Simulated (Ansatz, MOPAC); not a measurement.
**Isomers of C2H4FNO**

2 of its isomers, all singlets with charge 0: A = `NC1(F)CO1`; B = `C/N=C(/O)F`.

Shapes, held fixed at every level: PBE0-D4/def2-TZVP. Flexible molecules stand in one conformer, not always the lowest. Programs: Ansatz 0.2.0, MOPAC 23.2.5.

Electronic energies in kJ/mol, without zero-point or thermal terms.

(1) Which isomer should be the most stable, and roughly by how much?

Answers

(1) B < A in rising energy, over a span of 84 kJ/mol, by CCSD(T)/CBS estimate. All levels agree on that. The B − A difference spans -120.7 to -80.2 kJ/mol over the levels. The CBS estimate extrapolates MP2 from def2-TZVPP and def2-QZVPP and adds CCSD(T) − MP2 in the triple-zeta set, cores frozen. NDDO rows are differences of heats of formation.

```tsv
level	kind	B − A
AM1	semi-empirical	-120.7
HF/def2-SVP	Hartree–Fock	-105.9
SPW92/def2-TZVPP	LDA	-80.2
r2SCAN0-D4/def2-TZVPP	global hybrid	-83.5
wB97M-V/def2-TZVPP	range-separated hybrid	-83.2
CCSD/def2-SVP	coupled cluster or CI	-95.7
CCSD(T)/def2-TZVPP	coupled cluster or CI	-85.9
CCSD(T)/CBS estimate	coupled cluster or CI	-83.7
```
